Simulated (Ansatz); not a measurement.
Low-lying states of NCO

Program: Ansatz, Gaussian basis, development build. State-averaged CASSCF with equal weights; occupations are averaged over the states; levels count from the state that is lowest in CASSCF. CASSCF levels without dynamic correlation can be off by over 1 eV. Solutions may break the symmetry of the shape. Lower solutions, or ones in other orbitals, may exist.

Geometry:

```xyz
3

N     0.0000    0.0000   -1.2300
C     0.0000    0.0000    0.0000
O     0.0000    0.0000    1.1800
```

Basis cc-pVTZ, nonrelativistic, 3 orbitals frozen in the corrections; active space CAS(5,5). Averaged: 3 doublets.

**Question.** Give the levels in order.

**Answer.** 

```json
{"state": "doublet", "CASSCF (eV)": "0.000"}
{"state": "doublet", "CASSCF (eV)": "0.000"}
{"state": "doublet", "CASSCF (eV)": "2.351"}
```

Occupations: 1.66, 1.63, 1.63, 0.04, 0.04.

Same geometry.

Basis cc-pVTZ, nonrelativistic, 3 orbitals frozen in the corrections; active space CAS(5,5). Averaged: 1 doublet, 1 quartet.

**Question.** Give the levels in order, with their spins.

**Answer.** 

| state | CASSCF (eV) |
| --- | --- |
| doublet | 0.000 |
| quartet | 6.818 |

Occupations: 1.93, 1.47, 1.00, 0.53, 0.07.

Same geometry.

Basis cc-pVTZ, nonrelativistic, 3 orbitals frozen in the corrections; active space CAS(5,5). Averaged: 1 doublet, 1 quartet, 1 sextet.

**Question.** Give the levels in order, with their spins.

**Answer.** 

| state | CASSCF (eV) |
| --- | --- |
| doublet | 0.000 |
| quartet | 6.751 |
| sextet | 15.006 |

Occupations: 1.61, 1.32, 1.00, 0.68, 0.39.
